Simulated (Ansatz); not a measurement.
Start from `CC(=N)S` and change one atom or group to get `CC(=N)C#N`.

Ansatz, PBE0-D4/def2-TZVP geometries, multiplicity 1. Each molecule was computed in one conformer, which needn't be the lowest.

```csv
property,`CC(=N)S`
zero-point energy (PBE0-D4/def2-TZVP) / kJ/mol,180.0
HOMO energy (PBE/def2-TZVPP) / eV,-6.18
HOMO–LUMO gap (ωB97M-V/def2-TZVPP) / eV,11.39
HOMO–LUMO gap (B3LYP/def2-TZVPP) / eV,6.77
HOMO–LUMO gap (PBE0/def2-TZVPP) / eV,7.25
HOMO energy (B3LYP/def2-TZVPP) / eV,-7.13
```

(1) What does the change do to each property? (An estimate is asked.)

Results:

(1) The calculation gave: 
```
                                      property  `CC(=N)C#N`  shift
zero-point energy (PBE0-D4/def2-TZVP) / kJ/mol        177.9   -2.1
             HOMO energy (PBE/def2-TZVPP) / eV        -7.08  -0.90
       HOMO–LUMO gap (ωB97M-V/def2-TZVPP) / eV        11.58   0.19
         HOMO–LUMO gap (B3LYP/def2-TZVPP) / eV         6.37  -0.40
          HOMO–LUMO gap (PBE0/def2-TZVPP) / eV         6.86  -0.39
           HOMO energy (B3LYP/def2-TZVPP) / eV        -8.46  -1.33
```

With PBE0 the HOMO falls by 1.35 eV and the LUMO falls by 1.74 eV, so the gap narrows by about 0.39 eV. PBE moves the HOMO by -0.90 eV and ωB97M-V by -1.62 eV.

B3LYP here is the variant with VWN-RPA as its local correlation; programs differ in this.
